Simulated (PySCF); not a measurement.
Structure elucidation problem

An unknown has the formula C₂H₇OP. Its calculated NMR data are:

¹H NMR (400 MHz, computed): δ 7.47 (m, 1H), 1.26 (m, 6H).

¹³C{¹H} NMR (computed): δ 18.0 (CH3).

A single conformation, non-relativistic, rapidly exchanging positions averaged, in vacuum. σ from GIAO-B97-2/pcSseg-2; structure optimised with PBE0-D3(BJ)/def2-TZVP; PySCF.

Chemical shifts δ = σref − σ; TMS for ¹H and ¹³C, all at this level.

What is the structure?

## Answers


- 1 carbon signal for 2 carbons: some carbons are equivalent by symmetry or fast rotation.
- Carbon types of the structure: 2 × CH3, leaving 1 H on heteroatoms.
- δC 18.0: methyl carbon bonded to P.
- δH 7.47: hydrogen on a phosphorus bonded to 2 C, O.
- δH 1.26: hydrogen on a methyl carbon bonded to P.

These data were computed for `C[PH](C)=O`.

Splittings by ³¹P in the carbon and heteronuclear signals aren't shown, as no couplings were computed. Shifts are as computed. Against solution values, carbons near 30 ppm lie about +3 ppm off and those near 130 ppm about +7 ppm. Of 1211 compounds with measured shifts, 218 miss one by over three times the rms of a fit or turn the order of signals round; such compounds aren't used in these exercises. Multiplicities follow the n + 1 count of equivalent neighbours, as no J values were calculated; m marks all less simple cases, F and P coupling included.
